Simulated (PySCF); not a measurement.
**How the numerical set-up moves the result for NaO⁺ (triplet)**

Which parts of the numerical set-up matter for NaO⁺ (triplet)? Each run edits the base script.

Method: method and basis as typed in the scripts; program: PySCF 2.14.0.

2 further runs of the same task are left out: 2 that didn't finish.

**1. The system as given**

NaO⁺ (triplet): 2 atoms, charge 1, spin multiplicity 3.

Bond lengths: Na1–O2 2.116 Å.

**2. The run that the others are compared with**

The input, input.py:

```python
from pyscf import gto, scf

mol = gto.M(
    atom='Na 0 0 0; O 0 0 2.116',
    basis='aug-cc-pvdz',
    charge=1,
    spin=2,
    verbose=4,
)
mf = scf.UHF(mol)
mf.kernel()
mf.nuc_grad_method().kernel()
mf.dip_moment()
print('orbital energies (hartree):', [e[max(0, n-3):n+3].round(4) for e, n in zip(mf.mo_energy, mol.nelec)])
```

Run with:

```
$ OMP_NUM_THREADS=1 python input.py
```

The log of this run is left out.

In short: E(SCF) = -236.470881 Eh, 9 cycles, ⟨S²⟩ = 2.008, gradient on the second atom -0.0267 Eh/bohr.

The bond length is a typed value, not an optimised one. The dipole of an ion depends on the origin. The triplet is typed in the script; nothing here shows that it is the ground state.

**3. 6-31g**

Variant 1 changes basis set: aug-cc-pvdz → 6-31g.

The input, input.py:

```python
from pyscf import gto, scf

mol = gto.M(
    atom='Na 0 0 0; O 0 0 2.116',
    basis='6-31g',
    charge=1,
    spin=2,
    verbose=4,
)
mf = scf.UHF(mol)
mf.kernel()
mf.nuc_grad_method().kernel()
mf.dip_moment()
print('orbital energies (hartree):', [e[max(0, n-3):n+3].round(4) for e, n in zip(mf.mo_energy, mol.nelec)])
```

Run with:

```
$ OMP_NUM_THREADS=1 python input.py
```

**4. Cc-pvdz-dk (X2C on)**

Variant 2 changes basis set: aug-cc-pvdz → cc-pvdz-dk; spin-free X2C: off → on.

input.py, as its differences from that of step 2:

```diff
@@ -4,3 +4,3 @@
     atom='Na 0 0 0; O 0 0 2.116',
-    basis='aug-cc-pvdz',
+    basis='cc-pvdz-dk',
     charge=1,
@@ -10,2 +10,3 @@
 mf = scf.UHF(mol)
+mf = mf.sfx2c1e()
 mf.kernel()
```

**5. Def2-svp**

Variant 3 changes basis set: aug-cc-pvdz → def2-svp.

input.py, as its differences from that of step 2:

```diff
@@ -4,3 +4,3 @@
     atom='Na 0 0 0; O 0 0 2.116',
-    basis='aug-cc-pvdz',
+    basis='def2-svp',
     charge=1,
```

**6. Cartesian functions on**

Variant 4 changes Cartesian functions: off → on.

input.py, as its differences from that of step 2:

```diff
@@ -7,2 +7,3 @@
     spin=2,
+    cart=True,
     verbose=4,
```

What does the calculation give? Wanted: for each run, E(SCF); from base; gap, α spin.

**Answer**, as computed:

| run | E(SCF) (hartree) | from base (eV) | cycles | gap, α spin (eV) | functions |
| --- | --- | --- | --- | --- | --- |
| base | -236.470881 | 0 | 9 | 19.04 | 50 |
| 6-31g | -236.441295 | +0.8051 | 9 | 19.11 | 22 |
| cc-pvdz-dk (X2C on) | -236.727337 | not comparable | 9 | 18.91 | 32 |
| def2-svp | -236.336926 | +3.6451 | 9 | 19.12 | 29 |
| Cartesian functions on | -236.471620 | -0.0201 | 9 | 19.03 | 54 |

What this shows: The largest comparable shift of the SCF energy, +3.645 eV, comes with the run “def2-svp”. 6-31g (22 functions) gives an energy 0.81 eV higher than aug-cc-pvdz (50). def2-svp (29 functions) gives an energy 3.65 eV higher than aug-cc-pvdz (50).
